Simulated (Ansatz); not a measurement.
Born–Oppenheimer molecular dynamics of CH8Si2 (11 atoms, charge 0, multiplicity 1). It starts from a relaxed structure.

All numbers below come from RKS BHLYP-D4/def2-SVP (Ansatz 0.2.0).

```json
{
 "ensemble": "NVT, Nosé–Hoover chain",
 "time step": "2 fs",
 "steps asked": "40",
 "set temperature": "700 K",
 "thermostat": "time constant 100 fs, chain length 3 (defaults)",
 "seed": "729550"
}
```

First frame:

```xyz
11
Properties=species:S:1:pos:R:3
Si -0.037 0.069 0.036
C -0.048 -0.126 1.907
H -1.071 -0.124 2.293
H 0.425 -1.066 2.203
H 0.496 0.693 2.386
Si 2.158 0.064 -0.793
H 2.830 -1.218 -0.460
H 2.174 0.234 -2.267
H 2.940 1.168 -0.182
H -0.695 1.344 -0.350
H -0.794 -1.039 -0.600
```

(1) How far do the bonds stretch over the last three quarters of this one trajectory? (Pairs bonded in most of those frames.)

## Answers

(1) 
| bond | mean (Å) | spread (Å) | shortest | longest |
| --- | --- | --- | --- | --- |
| Si1–C2 | 1.884 | 0.006 | 1.87 | 1.90 |
| Si1–Si6 | 2.351 | 0.029 | 2.31 | 2.40 |
| Si1–H10 | 1.513 | 0.102 | 1.35 | 1.66 |
| Si1–H11 | 1.490 | 0.005 | 1.48 | 1.50 |
| C2–H3 | 1.096 | 0.035 | 1.04 | 1.16 |
| C2–H4 | 1.099 | 0.039 | 1.04 | 1.15 |
| C2–H5 | 1.096 | 0.026 | 1.05 | 1.14 |
| Si6–H7 | 1.496 | 0.045 | 1.42 | 1.56 |
| Si6–H8 | 1.487 | 0.027 | 1.45 | 1.52 |
| Si6–H9 | 1.497 | 0.060 | 1.40 | 1.58 |

Mean temperature of the second half: 397 K. The conserved energy wandered by up to 9.2 meV per atom (net 5.7 meV per atom), which is poor conservation. The mean temperature of the second half is 43 % below the set value. A step of 2 fs is long for free X–H stretches (periods near 10 fs) and can bias their spread and the temperature. A run of 0.08 ps of so small a system gives no equilibrium averages.

The run took 62 s on 2 threads of Arm Neoverse V2, on a shared host, peak memory 0.17 GiB.
